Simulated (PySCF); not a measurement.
Broadened absorption spectrum of C4H7F

Compound: C4H7F.
Z-matrix (Å and degrees, PBE0-D3(BJ)/def2-SVP geometry), rows numbered from 1:
```
C 
C   1  1.5041
C   2  1.5136  1  121.31
C   2  1.4877  1  121.39  3   -70.99
F   4  1.3574  2  118.26  3   108.06
H   1  1.1013  2  111.19  3   -81.45
H   1  1.1012  2  111.16  3    38.07
H   1  1.1012  2  111.39  3   158.16
H   2  1.0954  1  115.63  3   145.31
H   3  1.0940  2  118.93  4   107.92
H   3  1.0928  2  117.38  4  -106.00
H   4  1.0961  2  119.45  3  -109.87
```

Computed, not measured: PySCF 2.14.0, density-fitted response routines, TDDFT CAM-B3LYP/def2-SVPD, vertical, gas phase, core orbitals frozen in the response.

Broadening: Gaussians 0.5 eV wide at half height, area fixed by f = 4.319×10⁻⁹ ∫ε dν̃. The cross-section is σ = 3.8235×10⁻²¹ ε cm², given in Mb (10⁻¹⁸ cm²). The width is an assumption, not a result. The curve ends short of the highest state used, and states not computed would add to its high-energy end.

E (eV), σ (Mb) and a bar:
```
     7.20       0.00 
     7.23       0.01 
     7.26       0.01 
     7.29       0.02 
     7.32       0.02 
     7.36       0.04 
     7.39       0.06 
     7.42       0.09 
     7.45       0.13 
     7.49       0.21 #
     7.52       0.29 #
     7.55       0.39 #
     7.58       0.52 ##
     7.62       0.74 ##
     7.65       0.95 ###
     7.68       1.19 ####
     7.71       1.47 #####
     7.75       1.89 ######
     7.78       2.24 #######
     7.81       2.61 ########
     7.84       2.99 ##########
     7.87       3.39 ###########
     7.91       3.91 #############
     7.94       4.28 ##############
     7.97       4.63 ###############
     8.00       4.95 ################
     8.04       5.32 #################
     8.07       5.56 ##################
     8.10       5.76 ###################
     8.13       5.93 ###################
     8.17       6.11 ####################
     8.20       6.21 ####################
     8.23       6.30 ####################
     8.26       6.38 #####################
     8.29       6.45 #####################
     8.33       6.55 #####################
     8.36       6.65 ######################
     8.39       6.77 ######################
     8.42       6.92 ######################
     8.46       7.17 #######################
     8.49       7.39 ########################
     8.52       7.64 #########################
     8.55       7.92 ##########################
     8.59       8.29 ###########################
     8.62       8.57 ############################
     8.65       8.81 #############################
     8.68       9.02 #############################
     8.72       9.20 ##############################
     8.75       9.27 ##############################
     8.78       9.26 ##############################
     8.81       9.19 ##############################
     8.84       9.06 #############################
     8.88       8.80 ############################
     8.91       8.57 ############################
     8.94       8.33 ###########################
     8.97       8.08 ##########################
```

**Question.** Where are the band maxima, and which computed states make them?

**Answer.** 141 nm (8.76 eV), ε about 2400, made up of S5 (42%), S6 (24%) and S7 (23%) (ε in L mol⁻¹ cm⁻¹; maxima over ε = 5, shares over 10%). The states used: S1 7.95 eV (f 0.0065); S2 8.05 eV (f 0.012); S3 8.28 eV (f 0.0080); S4 8.37 eV (f 0.011); S5 8.70 eV (f 0.020); S6 8.73 eV (f 0.011); S7 8.94 eV (f 0.015); S8 9.16 eV (f 0.0069); S9 9.33 eV (f 0.018); S10 9.57 eV (f 0.025).

**Question.** Coming from long wavelengths, where does ε first pass 100 L mol⁻¹ cm⁻¹?

**Answer.** At about 164 nm (7.55 eV), 0.40 eV below S1.

**Question.** What would ε be at 8.76 eV, the highest of these maxima, with half the width (0.25 eV)?

**Answer.** About 3380 L mol⁻¹ cm⁻¹ against 2430, a factor of about 1.4; a lone state at its own centre would give exactly 2.

The vertical ionisation energy (ΔSCF) is 10.40 eV, 0.83 eV above S10.
